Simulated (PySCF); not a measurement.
# AlH3 (AlH₃): a look at the electrons, part 2 of 2

Aim: take AlH3 (AlH₃) and compute its lowest excited states and analyse its density (charges, bond critical points, surface potential).

PySCF 2.14.0; Gaussian basis, gas phase.

### Step 4. Density, bond paths and surface potential (TPSS/def2-svp)

Input file input.py:

```python
import numpy as np
from pyscf import gto, scf, dft
from pyscf.scf import atom_ks, atom_hf
from scipy.linalg import block_diag

def solve(mol, dm0=None, hcore=None):
    mf = (dft.UKS if mol.spin else dft.RKS)(mol, xc='tpss')
    mf.grids.level = 3
    mf = mf.density_fit(auxbasis='def2-universal-jkfit')
    mf.conv_tol, mf.max_cycle = 1e-8, 80
    if hcore is not None:
        mf.get_hcore = lambda *args: hcore
    mf.kernel(dm0)
    if not mf.converged:
        mf = mf.newton().run(mf.mo_coeff, mf.mo_occ, max_cycle=30)
    assert mf.converged, 'SCF not converged'
    return mf

mol = gto.M(atom='''
Al     0.00000     0.00000     0.00000
H      1.50007    -0.40193     0.00000
H     -1.09814    -1.09811     0.00000
H     -0.40196     1.50005     0.00000
''', basis='def2-svp', charge=0, spin=0, verbose=4)
mf = solve(mol)
mf.analyze()
# spherically averaged free atoms, for the promolecule
atm = atom_ks.get_atm_nrks(mol, xc='tpss')
pro = block_diag(*[(atm[a[0]][2] * atm[a[0]][3]) @ atm[a[0]][2].T for a in mol._atom])
np.savez('result.npz', e=mf.e_tot, c=mf.mo_coeff, occ=mf.mo_occ, eps=mf.mo_energy, pro=pro, dip=mf.dip_moment(verbose=0), s2=mf.spin_square()[0])
```

On the command line:

```console
$ OMP_NUM_THREADS=1 python input.py
```

Log:

```text
[ENV] PYSCF_TMPDIR <dir>
[ENV] PYSCF_MAX_MEMORY 1375
[INPUT] verbose = 4
[INPUT] num. atoms = 4
[INPUT] num. electrons = 16
[INPUT] charge = 0
[INPUT] spin (= nelec alpha-beta = 2S) = 0
[INPUT] symmetry False subgroup None
[INPUT] Mole.unit = angstrom
[INPUT] Symbol           X                Y                Z      unit          X                Y                Z       unit  Magmom
[INPUT]  1 Al     0.000000000000   0.000000000000   0.000000000000 AA    0.000000000000   0.000000000000   0.000000000000 Bohr   0.0
[INPUT]  2 H      1.500070000000  -0.401930000000   0.000000000000 AA    2.834721467676  -0.759537621246   0.000000000000 Bohr   0.0
[INPUT]  3 H     -1.098140000000  -1.098110000000   0.000000000000 AA   -2.075183846430  -2.075127154646   0.000000000000 Bohr   0.0
[INPUT]  4 H     -0.401960000000   1.500050000000   0.000000000000 AA   -0.759594313030   2.834683673154   0.000000000000 Bohr   0.0

nuclear repulsion = 13.8794311923472
number of shells = 17
number of NR pGTOs = 57
number of NR cGTOs = 33
basis = def2-svp
ecp = {}

******** <class 'pyscf.df.df_jk.DFRKS'> ********
method = DFRKS
initial guess = minao
damping factor = 0
level_shift factor = 0
DIIS = <class 'pyscf.scf.diis.CDIIS'>
diis_start_cycle = 1
diis_space = 8
diis_damp = 0
SCF conv_tol = 1e-08
SCF conv_tol_grad = None
SCF max_cycles = 80
direct_scf = False
XC library pyscf.dft.libxc version 7.0.0
    S. Lehtola, C. Steigemann, M. J.T. Oliveira, and M. A.L. Marques.,  SoftwareX 7, 1–5 (2018)
XC functionals = tpss
    J. Tao, J. P. Perdew, V. N. Staroverov, and G. E. Scuseria.,  Phys. Rev. Lett. 91, 146401 (2003)
    J. P. Perdew, J. Tao, V. N. Staroverov, and G. E. Scuseria.,  J. Chem. Phys. 120, 6898 (2004)
    J. Tao, J. P. Perdew, V. N. Staroverov, and G. E. Scuseria.,  Phys. Rev. Lett. 91, 146401 (2003)
    J. P. Perdew, J. Tao, V. N. Staroverov, and G. E. Scuseria.,  J. Chem. Phys. 120, 6898 (2004)
radial grids:
    Treutler-Ahlrichs [JCP 102, 346 (1995); DOI:10.1063/1.469408] (M4) radial grids

becke partition: Becke, JCP 88, 2547 (1988); DOI:10.1063/1.454033
pruning grids: <function nwchem_prune at 0xfe05ab097600>
grids dens level: 3
symmetrized grids: False
atomic radii adjust function: <function treutler_atomic_radii_adjust at 0xfe05ab0cc540>
small_rho_cutoff = 0
Set gradient conv threshold to 0.0001
Initial guess from minao.
tot grids = 48608
init E= -243.905038430997
  HOMO = -0.331706362473196  LUMO = -0.104569600563438  gap/eV = 6.18071
cycle= 1 E= -244.130575010626  delta_E= -0.226  |g|= 0.181  |ddm|= 1.69
  HOMO = -0.261832416919531  LUMO = -0.0833309527697677  gap/eV = 4.85727
cycle= 2 E= -244.141054974209  delta_E= -0.0105  |g|= 0.0751  |ddm|= 0.375
  HOMO = -0.27627166133071  LUMO = -0.0810650384779597  gap/eV = 5.31184
cycle= 3 E= -244.143579346549  delta_E= -0.00252  |g|= 0.00852  |ddm|= 0.155
  HOMO = -0.279140272330663  LUMO = -0.0835398058181935  gap/eV = 5.32256
cycle= 4 E= -244.143609319699  delta_E= -3e-05  |g|= 0.00078  |ddm|= 0.0186
  HOMO = -0.278708142254916  LUMO = -0.0832893941741855  gap/eV = 5.31761
cycle= 5 E= -244.143609620336  delta_E= -3.01e-07  |g|= 2.48e-05  |ddm|= 0.0013
  HOMO = -0.278698809848728  LUMO = -0.0832790885581391  gap/eV = 5.31764
cycle= 6 E= -244.143609620679  delta_E= -3.43e-10  |g|= 2.29e-06  |ddm|= 6.77e-05
  HOMO = -0.278698458115117  LUMO = -0.0832790827669831  gap/eV = 5.31763
Extra cycle  E= -244.143609620681  delta_E= -1.59e-12  |g|= 8.93e-07  |ddm|= 4.77e-06
converged SCF energy = -244.143609620681
**** SCF Summaries ****
Total Energy =                        -244.143609620680763
Nuclear Repulsion Energy =              13.879431192347161
One-electron Energy =                 -366.160512950934219
Two-electron Energy =                  108.137472137906258
Two-electron Coulomb Energy =          127.918239633534441
DFT Exchange-Correlation Energy =      -19.780767495628176
HOMO-LUMO gap [eV] =                     5.317632058385342
**** MO energy ****
MO #1   energy= -55.6107801509996  occ= 2
MO #2   energy= -3.98177705748277  occ= 2
MO #3   energy= -2.56136032918747  occ= 2
MO #4   energy= -2.54977126919023  occ= 2
MO #5   energy= -2.54977108616228  occ= 2
MO #6   energy= -0.387494791026661 occ= 2
MO #7   energy= -0.2787005148157   occ= 2
MO #8   energy= -0.278698458115117 occ= 2
MO #9   energy= -0.0832790827669831 occ= 0
MO #10  energy= 0.0405283572510493 occ= 0
MO #11  energy= 0.0517136516684633 occ= 0
MO #12  energy= 0.0517179653348388 occ= 0
MO #13  energy= 0.089117478089642  occ= 0
MO #14  energy= 0.270137229989952  occ= 0
MO #15  energy= 0.270138088719207  occ= 0
MO #16  energy= 0.307130334456623  occ= 0
MO #17  energy= 0.38633403906258   occ= 0
MO #18  energy= 0.386334799361063  occ= 0
MO #19  energy= 0.476883232295968  occ= 0
MO #20  energy= 0.476887196814841  occ= 0
MO #21  energy= 0.478304862984491  occ= 0
MO #22  energy= 0.701985743227355  occ= 0
MO #23  energy= 0.847047284722845  occ= 0
MO #24  energy= 0.84706524335783   occ= 0
MO #25  energy= 1.40154480578129   occ= 0
MO #26  energy= 1.51808889300061   occ= 0
MO #27  energy= 1.59856841740335   occ= 0
MO #28  energy= 1.59857350451601   occ= 0
MO #29  energy= 1.69337805426177   occ= 0
MO #30  energy= 1.69339399757469   occ= 0
MO #31  energy= 1.93100197016805   occ= 0
MO #32  energy= 2.22125027711029   occ= 0
MO #33  energy= 2.22126375159874   occ= 0
 ** Mulliken pop on meta-lowdin orthogonal AOs  **
 ** Mulliken pop  **
pop of  0 Al 1s           1.99999
pop of  0 Al 2s           1.99975
pop of  0 Al 3s           1.01978
pop of  0 Al 4s           0.00572
pop of  0 Al 2px          1.99984
pop of  0 Al 2py          1.99984
pop of  0 Al 2pz          1.99975
pop of  0 Al 3px          0.72759
pop of  0 Al 3py          0.72759
pop of  0 Al 3pz          0.00013
pop of  0 Al 4px          0.01224
pop of  0 Al 4py          0.01224
pop of  0 Al 4pz          0.00012
pop of  0 Al 3dxy         0.00560
pop of  0 Al 3dyz         0.00000
pop of  0 Al 3dz^2        0.00162
pop of  0 Al 3dxz         0.00000
pop of  0 Al 3dx2-y2      0.00560
pop of  1 H 1s            1.15659
pop of  1 H 2s            0.00115
pop of  1 H 2px           0.00291
pop of  1 H 2py           0.00022
pop of  1 H 2pz           0.00000
pop of  2 H 1s            1.15659
pop of  2 H 2s            0.00115
pop of  2 H 2px           0.00156
pop of  2 H 2py           0.00156
pop of  2 H 2pz           0.00000
pop of  3 H 1s            1.15659
pop of  3 H 2s            0.00115
pop of  3 H 2px           0.00022
pop of  3 H 2py           0.00291
pop of  3 H 2pz           0.00000
 ** Mulliken atomic charges  **
charge of    0Al =      0.48261
charge of    1H =     -0.16087
charge of    2H =     -0.16087
charge of    3H =     -0.16087
Dipole moment(X, Y, Z, Debye):  0.00005, -0.00002, -0.00000
Spherically averaged atomic KS for {'Al', 'H'}

******** <class 'pyscf.scf.atom_ks.AtomSphAverageRKS'> ********
method = AtomSphAverageRKS
initial guess = vsap
damping factor = 0
level_shift factor = 0
diis_start_cycle = 1
diis_space = 12
SCF conv_tol = 1e-09
SCF conv_tol_grad = None
SCF max_cycles = 50
direct_scf = True
direct_scf_tol = 1e-13
XC library pyscf.dft.libxc version 7.0.0
    S. Lehtola, C. Steigemann, M. J.T. Oliveira, and M. A.L. Marques.,  SoftwareX 7, 1–5 (2018)
XC functionals = tpss
    J. Tao, J. P. Perdew, V. N. Staroverov, and G. E. Scuseria.,  Phys. Rev. Lett. 91, 146401 (2003)
    J. P. Perdew, J. Tao, V. N. Staroverov, and G. E. Scuseria.,  J. Chem. Phys. 120, 6898 (2004)
    J. Tao, J. P. Perdew, V. N. Staroverov, and G. E. Scuseria.,  Phys. Rev. Lett. 91, 146401 (2003)
    J. P. Perdew, J. Tao, V. N. Staroverov, and G. E. Scuseria.,  J. Chem. Phys. 120, 6898 (2004)
radial grids:
    Treutler-Ahlrichs [JCP 102, 346 (1995); DOI:10.1063/1.469408] (M4) radial grids

becke partition: Becke, JCP 88, 2547 (1988); DOI:10.1063/1.454033
pruning grids: <function nwchem_prune at 0xfe05ab097600>
grids dens level: 3
symmetrized grids: False
atomic radii adjust function: <function treutler_atomic_radii_adjust at 0xfe05ab0cc540>
User specified grid scheme (100, 434)
small_rho_cutoff = 0
Set gradient conv threshold to 3.16228e-05
tot grids = 24008
init E= -228.399102131498
cycle= 1 E= -228.40073899682  delta_E= -0.00164  |g|=    0  |ddm|= 0.107
cycle= 2 E= -228.400778364716  delta_E= -3.94e-05  |g|=    0  |ddm|= 0.0264
cycle= 3 E= -228.400781491992  delta_E= -3.13e-06  |g|=    0  |ddm|= 0.0112
cycle= 4 E= -228.40078182117  delta_E= -3.29e-07  |g|=    0  |ddm|= 0.00396
cycle= 5 E= -228.400781856852  delta_E= -3.57e-08  |g|=    0  |ddm|= 0.00133
cycle= 6 E= -228.400781860729  delta_E= -3.88e-09  |g|=    0  |ddm|= 0.000441
cycle= 7 E= -228.400781861159  delta_E= -4.29e-10  |g|=    0  |ddm|= 7.66e-05
Extra cycle  E= -228.400781861197  delta_E= -3.83e-11  |g|=    0  |ddm|= 4.39e-05
Atomic HF for atom  Al  converged. SCF energy = -228.400781861197

******** <class 'pyscf.scf.atom_ks.AtomSphAverageRKS'> ********
method = AtomSphAverageRKS
initial guess = vsap
damping factor = 0
level_shift factor = 0
diis_start_cycle = 1
diis_space = 12
SCF conv_tol = 1e-09
SCF conv_tol_grad = None
SCF max_cycles = 50
direct_scf = True
direct_scf_tol = 1e-13
XC library pyscf.dft.libxc version 7.0.0
    S. Lehtola, C. Steigemann, M. J.T. Oliveira, and M. A.L. Marques.,  SoftwareX 7, 1–5 (2018)
XC functionals = tpss
    J. Tao, J. P. Perdew, V. N. Staroverov, and G. E. Scuseria.,  Phys. Rev. Lett. 91, 146401 (2003)
    J. P. Perdew, J. Tao, V. N. Staroverov, and G. E. Scuseria.,  J. Chem. Phys. 120, 6898 (2004)
    J. Tao, J. P. Perdew, V. N. Staroverov, and G. E. Scuseria.,  Phys. Rev. Lett. 91, 146401 (2003)
    J. P. Perdew, J. Tao, V. N. Staroverov, and G. E. Scuseria.,  J. Chem. Phys. 120, 6898 (2004)
radial grids:
    Treutler-Ahlrichs [JCP 102, 346 (1995); DOI:10.1063/1.469408] (M4) radial grids

becke partition: Becke, JCP 88, 2547 (1988); DOI:10.1063/1.454033
pruning grids: <function nwchem_prune at 0xfe05ab097600>
grids dens level: 3
symmetrized grids: False
atomic radii adjust function: <function treutler_atomic_radii_adjust at 0xfe05ab0cc540>
User specified grid scheme (100, 434)
small_rho_cutoff = 0
Set gradient conv threshold to 3.16228e-05
tot grids = 26240
init E= 13.4321569798654
cycle= 1 E= 13.4220735911527  delta_E= -0.0101  |g|=    0  |ddm|= 0.24
cycle= 2 E= 13.4220689855678  delta_E= -4.61e-06  |g|=    0  |ddm|= 0.00524
cycle= 3 E= 13.4220689656744  delta_E= -1.99e-08  |g|=    0  |ddm|= 0.000344
cycle= 4 E= 13.4220689655904  delta_E= -8.41e-11  |g|=    0  |ddm|= 2.24e-05
Extra cycle  E= 13.42206896559  delta_E= -3.55e-13  |g|=    0  |ddm|= 1.45e-06
Atomic HF for atom  H  converged. SCF energy = 13.42206896559
```

Run time: 2.1 s. Hardware: 1 thread of Arm Neoverse V2, shared host; peak memory 0.19 GiB.

### Step 5. Post-processing

Deformation density: the molecule less spherical free atoms.

Al1–H2, Al1–H3 and Al1–H4: +0.15 e/Å³ at the bond critical point (bond length 1.55 Å, Mayer order 0.9). In all, 1.0 electrons are displaced relative to the promolecule.

Topology of the density (QTAIM).

4 nuclei, 3 bond, 0 ring and 0 cage critical points: 4 − 3 + 0 − 0 = 1, as the Poincaré–Hopf relation requires.

| bond | length (Å) | ρ (a.u.) | ∇²ρ (a.u.) | ε | H (a.u.) |
| --- | --- | --- | --- | --- | --- |
| Al1–H2 (×3) | 1.553 | 0.084 | +0.29 | 0.00 | −0.028 |

Polar or intermediate (positive Laplacian, negative energy density H): ρ = 0.084, ∇²ρ = +0.29, H = −0.028 a.u.

On the 0.001 a.u. surface of the density.

The lowest local ionisation energy is 8.0 eV, 1.5 Å from H4, and at symmetry-equivalent points. For comparison, the highest occupied orbital lies at −7.6 eV.

About 62 Å³; the dipole moment is 0.0 D.

### Step 6. What came out

This closing draws on all 2 parts.

| quantity | value |
| --- | --- |
| lowest singlet excitation (M06-2X/6-311g**) | 5.25 eV |
| dipole moment (TPSS/def2-svp) | 0.00 D |
| HOMO, LUMO (TPSS/def2-svp) | -7.58, -2.27 eV |

**Reading.** At TPSS/def2-svp: The highest Hirshfeld charge is on Al1 (+0.52 e), the lowest on H2, H3 and H4 (−0.17 e). All values hold at the given geometry, in the gas phase.
